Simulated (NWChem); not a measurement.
System: SiH$_{4}$ cation, doublet; SMILES of the neutral closed-shell parent [SiH4]

Input file for NWChem:

```
start job
memory heap 200 mb stack 900 mb global 1100 mb
charge 1
geometry units angstroms noautosym
  Si     0.027920     0.003390     0.000000
  H      1.320157    -0.036415    -0.661263
  H     -0.300000     1.397044     0.585062
  H     -0.300000    -1.418291     0.564011
  H     -1.495178    -0.036415    -0.487810
end
basis spherical
  * library 6-31g*
end
dft
  odft
  mult 2
  xc b3lyp
  grid fine
  iterations 150
end
driver
  maxiter 120
  tight
end
task dft optimize
task dft freq
```

This spin state was assumed; another may lie lower.

The level has its own optimisation; frequencies are unscaled.

Task: Give the results of this calculation. (B3LYP/6-31G* (spherical d), spin-unrestricted.) Quantities: highest harmonic frequency (cm⁻¹); lowest (cm⁻¹); zero-point energy (kcal/mol).

Result: 
- highest harmonic frequency (cm⁻¹) = 2418
- lowest (cm⁻¹) = 558
- zero-point energy (kcal/mol) = 16.8
